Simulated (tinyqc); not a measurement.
UHF in the sto-3g basis, for H2O, spin multiplicity 1, step by step (part 2 of 2). Computed by tinyqc, a small Python program that keeps every step (integrals from PySCF). Command: `OMP_NUM_THREADS=1 python tinyqc.py 23678 23679 out.jsonl` (the two numbers bound the seeds that draw the settings). One thread of a shared host (Intel(R) Xeon(R) Processor @ 2.60GHz), about 0.4 s of CPU time with the checks.

Geometry (angstrom):
```
atom         x          y         z
O     0.000000   0.000000  0.000000
H     0.000000   0.913000  0.870000
H     0.000000  -0.921000  0.877000
```

## Iteration 2: building the Fock matrix

D(alpha) after iteration 1, order 1O 1s, 1O 2s, 1O 2px, 1O 2py, 1O 2pz, 2H 1s, 3H 1s:
```
[[1.052329, -0.220363, 0.001434, 0.000942, 0.052925, -0.021348, -0.020450],
 [-0.220363, 0.942316, -0.006919, -0.004856, -0.251262, 0.042356, 0.039500],
 [0.001434, -0.006919, 0.709746, 0.358186, -0.008047, -0.305907, 0.325395],
 [0.000942, -0.004856, 0.358186, 0.662751, -0.007361, 0.131911, -0.122713],
 [0.052925, -0.251262, -0.008047, -0.007361, 0.635805, 0.238562, 0.229427],
 [-0.021348, 0.042356, -0.305907, 0.131911, 0.238562, 0.411657, -0.203233],
 [-0.020450, 0.039500, 0.325395, -0.122713, 0.229427, -0.203233, 0.425189]]
```

D(beta) after iteration 1, order 1O 1s, 1O 2s, 1O 2px, 1O 2py, 1O 2pz, 2H 1s, 3H 1s:
```
[[1.052329, -0.220363, -0.001434, 0.000942, 0.052925, -0.021348, -0.020450],
 [-0.220363, 0.942316, 0.006919, -0.004856, -0.251262, 0.042356, 0.039500],
 [-0.001434, 0.006919, 0.709746, -0.358186, 0.008047, 0.305907, -0.325395],
 [0.000942, -0.004856, -0.358186, 0.662751, -0.007361, 0.131911, -0.122713],
 [0.052925, -0.251262, 0.008047, -0.007361, 0.635805, 0.238562, 0.229427],
 [-0.021348, 0.042356, 0.305907, 0.131911, 0.238562, 0.411657, -0.203233],
 [-0.020450, 0.039500, -0.325395, -0.122713, 0.229427, -0.203233, 0.425189]]
```

core Hamiltonian H = T + V (hartree), order 1O 1s, 1O 2s, 1O 2px, 1O 2py, 1O 2pz, 2H 1s, 3H 1s:
```
[[-32.450957, -7.548904, 0.000000, -0.000106, -0.012234, -0.846366, -0.825895],
 [-7.548904, -9.078189, 0.000000, -0.001252, -0.152608, -2.162167, -2.120695],
 [0.000000, 0.000000, -7.243160, 0.000000, 0.000000, 0.000000, 0.000000],
 [-0.000106, -0.001252, 0.000000, -7.308459, -0.000708, -1.205315, 1.185643],
 [-0.012234, -0.152608, 0.000000, -0.000708, -7.302412, -1.185730, -1.165947],
 [-0.846366, -2.162167, 0.000000, -1.205315, -1.185730, -4.075054, -0.818407],
 [-0.825895, -2.120695, 0.000000, 1.185643, -1.165947, -0.818407, -4.048850]]
```

nuclear repulsion = 6.97414889 hartree

Given earlier and not repeated: Two-electron integrals (ij|kl) in chemists' order.

J_ij = sum D_kl (ij|kl) with D = D(alpha) + D(beta), K_ij = sum D_kl (ik|jl) for each spin; F = H + J - K(s); E = tr D H + tr D J / 2 - 0.5 sum_s tr D(s) K(s) + E_nn.

Coulomb J (hartree), order 1O 1s, 1O 2s, 1O 2px, 1O 2py, 1O 2pz, 2H 1s, 3H 1s:
```
[[17.059155, 3.203102, 0.000000, -0.000301, -0.010066, 0.357264, 0.348628],
 [3.203102, 7.954834, 0.000000, -0.001462, 0.026791, 1.902101, 1.866746],
 [0.000000, 0.000000, 7.916601, 0.000000, 0.000000, 0.000000, 0.000000],
 [-0.000301, -0.001462, 0.000000, 7.964785, -0.000913, 1.160542, -1.143204],
 [-0.010066, 0.026791, 0.000000, -0.000913, 7.959554, 1.119922, 1.101853],
 [0.357264, 1.902101, 0.000000, 1.160542, 1.119922, 4.288318, 0.746406],
 [0.348628, 1.866746, 0.000000, -1.143204, 1.101853, 0.746406, 4.273641]]
```

exchange K(alpha) (hartree), order 1O 1s, 1O 2s, 1O 2px, 1O 2py, 1O 2pz, 2H 1s, 3H 1s:
```
[[4.883853, 0.822965, -0.000007, 0.000058, 0.001721, 0.096746, 0.094420],
 [0.822965, 1.253861, -0.003549, -0.001030, -0.087930, 0.352609, 0.346346],
 [-0.000007, -0.003549, 0.880933, 0.224713, -0.005152, -0.057267, 0.061556],
 [0.000058, -0.001030, 0.224713, 0.939731, -0.003114, 0.231533, -0.227992],
 [0.001721, -0.087930, -0.005152, -0.003114, 0.944467, 0.232142, 0.228616],
 [0.096746, 0.352609, -0.057267, 0.231533, 0.232142, 0.508533, 0.096603],
 [0.094420, 0.346346, 0.061556, -0.227992, 0.228616, 0.096603, 0.509178]]
```

exchange K(beta) (hartree), order 1O 1s, 1O 2s, 1O 2px, 1O 2py, 1O 2pz, 2H 1s, 3H 1s:
```
[[4.883853, 0.822965, 0.000007, 0.000058, 0.001721, 0.096746, 0.094420],
 [0.822965, 1.253861, 0.003549, -0.001030, -0.087930, 0.352609, 0.346346],
 [0.000007, 0.003549, 0.880933, -0.224713, 0.005152, 0.057267, -0.061556],
 [0.000058, -0.001030, -0.224713, 0.939731, -0.003114, 0.231533, -0.227992],
 [0.001721, -0.087930, 0.005152, -0.003114, 0.944467, 0.232142, 0.228616],
 [0.096746, 0.352609, 0.057267, 0.231533, 0.232142, 0.508533, 0.096603],
 [0.094420, 0.346346, -0.061556, -0.227992, 0.228616, 0.096603, 0.509178]]
```

F(alpha) (hartree), order 1O 1s, 1O 2s, 1O 2px, 1O 2py, 1O 2pz, 2H 1s, 3H 1s:
```
[[-20.275655, -5.168767, 0.000007, -0.000465, -0.024020, -0.585848, -0.571687],
 [-5.168767, -2.377216, 0.003549, -0.001684, -0.037887, -0.612675, -0.600295],
 [0.000007, 0.003549, -0.207492, -0.224713, 0.005152, 0.057267, -0.061556],
 [-0.000465, -0.001684, -0.224713, -0.283405, 0.001493, -0.276306, 0.270431],
 [-0.024020, -0.037887, 0.005152, 0.001493, -0.287324, -0.297949, -0.292710],
 [-0.585848, -0.612675, 0.057267, -0.276306, -0.297949, -0.295268, -0.168604],
 [-0.571687, -0.600295, -0.061556, 0.270431, -0.292710, -0.168604, -0.284387]]
```

F(beta) (hartree), order 1O 1s, 1O 2s, 1O 2px, 1O 2py, 1O 2pz, 2H 1s, 3H 1s:
```
[[-20.275655, -5.168767, -0.000007, -0.000465, -0.024020, -0.585848, -0.571687],
 [-5.168767, -2.377216, -0.003549, -0.001684, -0.037887, -0.612675, -0.600295],
 [-0.000007, -0.003549, -0.207492, 0.224713, -0.005152, -0.057267, 0.061556],
 [-0.000465, -0.001684, 0.224713, -0.283405, 0.001493, -0.276306, 0.270431],
 [-0.024020, -0.037887, -0.005152, 0.001493, -0.287324, -0.297949, -0.292710],
 [-0.585848, -0.612675, -0.057267, -0.276306, -0.297949, -0.295268, -0.168604],
 [-0.571687, -0.600295, 0.061556, 0.270431, -0.292710, -0.168604, -0.284387]]
```

total energy of this density = -74.68817470 hartree

## Iteration 2: diagonalisation and new density

X, order 1O 1s, 1O 2s, 1O 2px, 1O 2py, 1O 2pz, 2H 1s, 3H 1s:
```
[[-0.405329, 0.016082, 0.692955, 0.000000, 0.614860, -0.003206, 0.203580],
 [0.925010, -0.027043, -0.303404, 0.000000, 0.342876, -0.003256, 0.451608],
 [0.000000, 0.000000, 0.000000, 1.000000, 0.000000, 0.000000, 0.000000],
 [0.025462, 0.765069, -0.001609, 0.000000, 0.000517, 0.720816, 0.003647],
 [0.463456, -0.011856, 0.686569, 0.000000, -0.580204, -0.000810, 0.241211],
 [-0.592018, -0.692388, -0.212997, 0.000000, -0.176098, 0.385518, 0.397573],
 [-0.540586, 0.725800, -0.216940, 0.000000, -0.178862, -0.392108, 0.391683]]
```

Diagonalise F' = X^T F X, C = X C', fill 5 alpha and 5 beta electrons from the bottom; D(s) = C_occ C_occ^T. Each column has its largest component positive (the first on a tie).

F' = X^T F X (alpha) (hartree):
```
[[-0.818448, 0.055572, 2.865393, -0.000681, 2.673802, -0.010642, 0.968283],
 [0.055572, 0.303234, -0.129513, -0.256406, -0.132300, 0.028006, -0.050654],
 [2.865393, -0.129513, -7.605431, 0.003983, -8.274266, 0.048645, -3.951353],
 [-0.000681, -0.256406, 0.003983, -0.207492, -0.000959, -0.115779, 0.000685],
 [2.673802, -0.132300, -8.274266, -0.000959, -9.938911, 0.054535, -4.737077],
 [-0.010642, 0.028006, 0.048645, -0.115779, 0.054535, -0.490635, 0.024772],
 [0.968283, -0.050654, -3.951353, 0.000685, -4.737077, 0.024772, -3.176583]]
```

orbital energies (alpha) (hartree): [-20.283674, -1.159583, -0.537167, -0.453555, -0.272232, 0.354528, 0.417415]

coefficients C (alpha), order 1O 1s, 1O 2s, 1O 2px, 1O 2py, 1O 2pz, 2H 1s, 3H 1s:
```
[[0.994643, -0.245284, 0.001736, 0.077215, 0.000791, -0.093713, -0.004050],
 [0.022511, 0.929022, -0.008931, -0.379934, -0.004864, 0.511240, 0.023324],
 [-0.000005, -0.003195, 0.391178, -0.013437, 0.833065, 0.028365, -0.389856],
 [0.000049, 0.001378, 0.728493, -0.006716, 0.013209, -0.023681, 0.757685],
 [0.002476, 0.055231, -0.000517, 0.753445, 0.003032, 0.713718, 0.031467],
 [-0.003494, 0.130836, 0.298514, 0.335756, -0.415374, -0.634796, -0.646899],
 [-0.003413, 0.125436, -0.287220, 0.324325, 0.441479, -0.673896, 0.593945]]
```

F' = X^T F X (beta) (hartree):
```
[[-0.818448, 0.055572, 2.865393, 0.000681, 2.673802, -0.010642, 0.968283],
 [0.055572, 0.303234, -0.129513, 0.256406, -0.132300, 0.028006, -0.050654],
 [2.865393, -0.129513, -7.605431, -0.003983, -8.274266, 0.048645, -3.951353],
 [0.000681, 0.256406, -0.003983, -0.207492, 0.000959, 0.115779, -0.000685],
 [2.673802, -0.132300, -8.274266, 0.000959, -9.938911, 0.054535, -4.737077],
 [-0.010642, 0.028006, 0.048645, 0.115779, 0.054535, -0.490635, 0.024772],
 [0.968283, -0.050654, -3.951353, -0.000685, -4.737077, 0.024772, -3.176583]]
```

orbital energies (beta) (hartree): [-20.283674, -1.159583, -0.537167, -0.453555, -0.272232, 0.354528, 0.417415]

coefficients C (beta), order 1O 1s, 1O 2s, 1O 2px, 1O 2py, 1O 2pz, 2H 1s, 3H 1s:
```
[[0.994643, -0.245284, 0.001736, 0.077215, -0.000791, -0.093713, -0.004050],
 [0.022511, 0.929022, -0.008931, -0.379934, 0.004864, 0.511240, 0.023324],
 [0.000005, 0.003195, -0.391178, 0.013437, 0.833065, -0.028365, 0.389856],
 [0.000049, 0.001378, 0.728493, -0.006716, -0.013209, -0.023681, 0.757685],
 [0.002476, 0.055231, -0.000517, 0.753445, -0.003032, 0.713718, 0.031467],
 [-0.003494, 0.130836, 0.298514, 0.335756, 0.415374, -0.634796, -0.646899],
 [-0.003413, 0.125436, -0.287220, 0.324325, -0.441479, -0.673896, 0.593945]]
```

D(alpha) after iteration 2, order 1O 1s, 1O 2s, 1O 2px, 1O 2py, 1O 2pz, 2H 1s, 3H 1s:
```
[[1.055446, -0.234840, 0.001079, 0.000468, 0.047094, -0.009452, -0.009269],
 [-0.234840, 1.008042, -0.005408, -0.002738, -0.234903, -0.006740, -0.006348],
 [0.001079, -0.005408, 0.847208, 0.296060, -0.007977, -0.234191, 0.250668],
 [0.000468, -0.002738, 0.296060, 0.530923, -0.005320, 0.209904, -0.205411],
 [0.047094, -0.234903, -0.007977, -0.005320, 0.570745, 0.258778, 0.252768],
 [-0.009452, -0.006740, -0.234191, 0.209904, 0.258778, 0.391510, -0.143800],
 [-0.009269, -0.006348, 0.250668, -0.205411, 0.252768, -0.143800, 0.398331]]
```

D(beta) after iteration 2, order 1O 1s, 1O 2s, 1O 2px, 1O 2py, 1O 2pz, 2H 1s, 3H 1s:
```
[[1.055446, -0.234840, -0.001079, 0.000468, 0.047094, -0.009452, -0.009269],
 [-0.234840, 1.008042, 0.005408, -0.002738, -0.234903, -0.006740, -0.006348],
 [-0.001079, 0.005408, 0.847208, -0.296060, 0.007977, 0.234191, -0.250668],
 [0.000468, -0.002738, -0.296060, 0.530923, -0.005320, 0.209904, -0.205411],
 [0.047094, -0.234903, 0.007977, -0.005320, 0.570745, 0.258778, 0.252768],
 [-0.009452, -0.006740, 0.234191, 0.209904, 0.258778, 0.391510, -0.143800],
 [-0.009269, -0.006348, -0.250668, -0.205411, 0.252768, -0.143800, 0.398331]]
```

## Iteration 11 (converged): orbitals

converged F(alpha) (hartree), order 1O 1s, 1O 2s, 1O 2px, 1O 2py, 1O 2pz, 2H 1s, 3H 1s:
```
[[-20.287943, -5.167867, 0.000000, -0.000145, -0.021051, -0.586680, -0.572569],
 [-5.167867, -2.395580, 0.000001, -0.001121, -0.038501, -0.606705, -0.595732],
 [0.000000, 0.000001, -0.396307, 0.000001, 0.000002, -0.000001, 0.000000],
 [-0.000145, -0.001121, 0.000001, -0.182148, -0.001719, -0.295421, 0.292515],
 [-0.021051, -0.038501, 0.000002, -0.001719, -0.207694, -0.304165, -0.301140],
 [-0.586680, -0.606705, -0.000001, -0.295421, -0.304165, -0.302740, -0.185525],
 [-0.572569, -0.595732, 0.000000, 0.292515, -0.301140, -0.185525, -0.296336]]
```

converged F(beta) (hartree), order 1O 1s, 1O 2s, 1O 2px, 1O 2py, 1O 2pz, 2H 1s, 3H 1s:
```
[[-20.287943, -5.167867, 0.000000, -0.000145, -0.021051, -0.586680, -0.572569],
 [-5.167867, -2.395580, -0.000001, -0.001121, -0.038501, -0.606705, -0.595732],
 [0.000000, -0.000001, -0.396307, -0.000001, -0.000002, 0.000001, 0.000000],
 [-0.000145, -0.001121, -0.000001, -0.182148, -0.001719, -0.295421, 0.292515],
 [-0.021051, -0.038501, -0.000002, -0.001719, -0.207694, -0.304165, -0.301140],
 [-0.586680, -0.606705, 0.000001, -0.295421, -0.304165, -0.302740, -0.185525],
 [-0.572569, -0.595732, 0.000000, 0.292515, -0.301140, -0.185525, -0.296336]]
```

As before.

F' = X^T F X (alpha) (hartree):
```
[[-0.842610, 0.058218, 2.900675, 0.000002, 2.639612, -0.010760, 0.983045],
 [0.058218, 0.414531, -0.132980, 0.000001, -0.128973, 0.088744, -0.052352],
 [2.900675, -0.132980, -7.569027, 0.000001, -8.311312, 0.046527, -3.937764],
 [0.000002, 0.000001, 0.000001, -0.396307, -0.000001, 0.000000, 0.000000],
 [2.639612, -0.128973, -8.311312, -0.000001, -9.926009, 0.055184, -4.744146],
 [-0.010760, 0.088744, 0.046527, 0.000000, 0.055184, -0.458968, 0.026645],
 [0.983045, -0.052352, -3.937764, 0.000000, -4.744146, 0.026645, -3.183462]]
```

orbital energies (alpha) (hartree): [-20.295776, -1.175084, -0.467503, -0.431518, -0.396307, 0.378147, 0.426188]

coefficients C (alpha), order 1O 1s, 1O 2s, 1O 2px, 1O 2py, 1O 2pz, 2H 1s, 3H 1s:
```
[[0.994704, -0.246583, 0.004084, 0.081648, 0.000002, -0.085311, -0.006589],
 [0.022250, 0.936644, -0.020656, -0.409048, -0.000009, 0.472224, 0.037587],
 [0.000000, -0.000001, -0.000004, -0.000020, 1.000000, 0.000003, 0.000001],
 [0.000032, 0.001211, 0.640881, -0.026090, 0.000001, -0.057141, 0.831201],
 [0.002278, 0.051256, 0.028414, 0.692320, 0.000012, 0.771612, 0.054743],
 [-0.003385, 0.121327, 0.471380, 0.364967, 0.000012, -0.580593, -0.711149],
 [-0.003309, 0.118838, -0.442287, 0.403090, 0.000008, -0.668851, 0.621002]]
```

F' = X^T F X (beta) (hartree):
```
[[-0.842610, 0.058218, 2.900675, -0.000002, 2.639612, -0.010760, 0.983045],
 [0.058218, 0.414531, -0.132980, -0.000001, -0.128973, 0.088744, -0.052352],
 [2.900675, -0.132980, -7.569027, -0.000001, -8.311312, 0.046527, -3.937764],
 [-0.000002, -0.000001, -0.000001, -0.396307, 0.000001, 0.000000, 0.000000],
 [2.639612, -0.128973, -8.311312, 0.000001, -9.926009, 0.055184, -4.744146],
 [-0.010760, 0.088744, 0.046527, 0.000000, 0.055184, -0.458968, 0.026645],
 [0.983045, -0.052352, -3.937764, 0.000000, -4.744146, 0.026645, -3.183462]]
```

orbital energies (beta) (hartree): [-20.295776, -1.175084, -0.467503, -0.431518, -0.396307, 0.378147, 0.426188]

coefficients C (beta), order 1O 1s, 1O 2s, 1O 2px, 1O 2py, 1O 2pz, 2H 1s, 3H 1s:
```
[[0.994704, -0.246583, 0.004084, 0.081648, -0.000002, -0.085311, -0.006589],
 [0.022250, 0.936644, -0.020656, -0.409048, 0.000009, 0.472224, 0.037587],
 [0.000000, 0.000001, 0.000004, 0.000020, 1.000000, -0.000003, -0.000001],
 [0.000032, 0.001211, 0.640881, -0.026090, -0.000001, -0.057141, 0.831201],
 [0.002278, 0.051256, 0.028414, 0.692320, -0.000012, 0.771612, 0.054743],
 [-0.003385, 0.121327, 0.471380, 0.364967, -0.000012, -0.580593, -0.711149],
 [-0.003309, 0.118838, -0.442287, 0.403090, -0.000008, -0.668851, 0.621002]]
```

D(alpha) after iteration 11, order 1O 1s, 1O 2s, 1O 2px, 1O 2py, 1O 2pz, 2H 1s, 3H 1s:
```
[[1.056923, -0.242311, 0.000000, 0.000220, 0.046270, -0.001560, -0.001490],
 [-0.242311, 1.045544, -0.000001, -0.001431, -0.235720, -0.045461, -0.044512],
 [0.000000, -0.000001, 1.000000, -0.000001, -0.000002, 0.000002, 0.000001],
 [0.000220, -0.001431, -0.000001, 0.411411, 0.000210, 0.292723, -0.293826],
 [0.046270, -0.235720, -0.000002, 0.000210, 0.482747, 0.272279, 0.272584],
 [-0.001560, -0.045461, 0.000002, 0.292723, 0.272279, 0.370132, -0.046941],
 [-0.001490, -0.044512, 0.000001, -0.293826, 0.272584, -0.046941, 0.372233]]
```

D(beta) after iteration 11, order 1O 1s, 1O 2s, 1O 2px, 1O 2py, 1O 2pz, 2H 1s, 3H 1s:
```
[[1.056923, -0.242311, 0.000000, 0.000220, 0.046270, -0.001560, -0.001490],
 [-0.242311, 1.045544, 0.000001, -0.001431, -0.235720, -0.045461, -0.044512],
 [0.000000, 0.000001, 1.000000, 0.000001, 0.000002, -0.000002, -0.000001],
 [0.000220, -0.001431, 0.000001, 0.411411, 0.000210, 0.292723, -0.293826],
 [0.046270, -0.235720, 0.000002, 0.000210, 0.482747, 0.272279, 0.272584],
 [-0.001560, -0.045461, -0.000002, 0.292723, 0.272279, 0.370132, -0.046941],
 [-0.001490, -0.044512, -0.000001, -0.293826, 0.272584, -0.046941, 0.372233]]
```

## Convergence

Stop when the energy changes by less than 1e-08 hartree and every element of the error matrix X^T (F D S - S D F) X (for each spin) is below 3e-05.

Course of the cycle:
```
iteration   E (hartree)     change  largest element of the error matrix
1          -74.26636192          -                             2.64e-01
2          -74.68817470  -4.22e-01                             1.23e-01
3          -74.78324063  -9.51e-02                             8.68e-02
4          -74.84107472  -5.78e-02                             4.51e-02
5          -74.85168504  -1.06e-02                             2.87e-02
6          -74.85956132  -7.88e-03                             7.33e-03
7          -74.85971634  -1.55e-04                             1.04e-03
8          -74.85972284  -6.50e-06                             2.33e-04
9          -74.85972337  -5.29e-07                             3.46e-04
10         -74.85972385  -4.81e-07                             2.95e-05
11         -74.85972385  -4.60e-09                             6.89e-06
```

PySCF UHF in the same basis, after a stability check = -74.85972386 hartree

Converged in 11 iterations.

## Populations, bond orders and dipole

overlap S, order 1O 1s, 1O 2s, 1O 2px, 1O 2py, 1O 2pz, 2H 1s, 3H 1s:
```
[[1.000000, 0.236704, 0.000000, 0.000000, 0.000000, 0.026300, 0.025664],
 [0.236704, 1.000000, 0.000000, 0.000000, 0.000000, 0.299608, 0.294435],
 [0.000000, 0.000000, 1.000000, 0.000000, 0.000000, 0.000000, 0.000000],
 [0.000000, 0.000000, 0.000000, 1.000000, 0.000000, 0.202171, -0.199384],
 [0.000000, 0.000000, 0.000000, 0.000000, 1.000000, 0.192649, 0.189859],
 [0.026300, 0.299608, 0.000000, 0.202171, 0.192649, 1.000000, 0.155603],
 [0.025664, 0.294435, 0.000000, -0.199384, 0.189859, 0.155603, 1.000000]]
```

Mulliken: Z minus the diagonal of D S on the atom; Loewdin: the same with S^(1/2) D S^(1/2); Mayer order: 2 sum_s sum (D(s) S)_ij (D(s) S)_ji over the two atoms.

Charges (e):
```
atom   Mulliken    Loewdin  Mulliken spin
1O    -0.154157  -0.117435              0
2H     0.078400   0.059659              0
3H     0.075758   0.057776              0
```

Mayer bond orders:
```
pair     order
2-1   0.993503
3-1   0.993910
3-2   0.000351
```

dipole moment about the origin, x y z (debye): [0.000000, 0.008898, 1.350734]

<S^2> of the determinant (pure state: 0) = 3.78e-11
